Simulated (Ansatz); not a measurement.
Z-matrix (Å, degrees):
```
N
C 1 1.323
H 1 1.017 2 115.1
H 1 1.004 2 120.5 3 -180.0
O 2 1.330 1 114.5 3 180.0
N 2 1.308 1 127.6 3 -0.0
H 5 0.967 2 105.5 1 -180.0
C 6 1.362 2 118.6 1 0.0
O 8 1.224 6 128.0 2 -0.0
H 8 1.101 6 112.2 2 180.0
```

Total charge 0; spin multiplicity 1.

Question: List the r2SCAN/def2-TZVPP orbital energies in eV (Ansatz). (Best estimate.)

Answer: Computed: Occupied: -517.54, -515.19, -386.50, -384.94, -277.21, -275.54, -29.62, -27.42, -25.12, -23.39, -17.55, -16.51, -14.79, -13.17, -12.85, -12.08, -11.25, -10.64, -9.96, -8.18, -7.34, -6.77, -6.20. Lowest empty: -1.56, 0.87, 1.47, 1.64, 2.75, 3.11, 3.56, 4.70.
